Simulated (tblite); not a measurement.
Input of a run (GFN2-xTB geometry optimisation, gas phase (tblite 0.8.0)), started from a force field or distance geometry:
```
{"job": {"kind": "relax", "xc": "GFN2-xTB", "basis": "xTB"}, "charge": 0, "multiplicity": 2}
C     -1.686600    -0.264600    -0.097500
C     -0.299700     0.164800     0.135600
O     -0.030400     1.121900     0.942400
O      0.804400    -0.428300    -0.455900
C      2.091600    -0.027000    -0.198400
N      2.291800     0.967500     0.613200
H     -1.938000    -0.175000    -1.174100
H     -2.306100     0.405100     0.559100
H     -1.890300    -1.298100     0.293900
H      2.972100    -0.461700    -0.640800
```

Output (eV, eV/Å):
```
step      E/eV     max force
  0    -527.51565    6.049
  1    -527.81559    5.446
  2    -528.12154    1.171
  3    -528.17328    0.997
  4    -528.26714    0.897
  5    -528.29363    0.666
  6    -528.32068    0.468
  7    -528.33452    0.684
  8    -528.34690    0.463
  9    -528.35737    0.245
 10    -528.36351    0.277
 11    -528.37369    0.313
 12    -528.38040    0.233
 13    -528.38476    0.181
 14    -528.38729    0.155
 15    -528.39032    0.200
 16    -528.39384    0.246
 17    -528.39646    0.175
 18    -528.39769    0.096
 19    -528.39834    0.085
 20    -528.39885    0.087
 21    -528.39924    0.055
 22    -528.39946    0.036
 23    -528.39959    0.033
 24    -528.39969    0.035
 25    -528.39979    0.029
 26    -528.39985    0.022
 27    -528.39987    0.010
 28    -528.39987    0.006
```

Summarise the run.

The energy falls by 20.4 kcal/mol over 28 L-BFGS steps, the largest force on an atom goes from 6.05 to 0.006 eV/Å, and the atoms move by 0.162 Å rms after alignment. The bond that changes most is C2=O3 (ends: carbon bonded to C and 2 O; oxygen bonded to C), which shortens by 0.083 Å. Bonds longer at the end by more than 0.005 Å: 3 of 9; shorter: 6. Among the angles that change most is O4–C5–H10, from 124.9° to 108.3°. The energy never rose by more than 1e-5 eV on the way. The first step brought 34 % of the lowering.

What are the final bond lengths?

C1–C2 1.501 Å, C2=O3 1.197 Å, C2–O4 1.349 Å, O4–C5 1.386 Å, C5=N6 1.220 Å, C1–H7 1.088 Å, C1–H8 1.085 Å, C1–H9 1.088 Å, C5–H10 1.097 Å. Numbering counts from 1 in the input's order; the species is `CC(=O)OC=[N]` [radical].

Its GFN2-xTB frequencies are all real (lowest 17 cm⁻¹).

The values belong to the conformer `[CH3:1][C:2](=[O:3])[O:4][CH:5]=[N:6]`: C1–C2–O4–C5 180°, C2–O4–C5–N6 0°.

These are computed values.
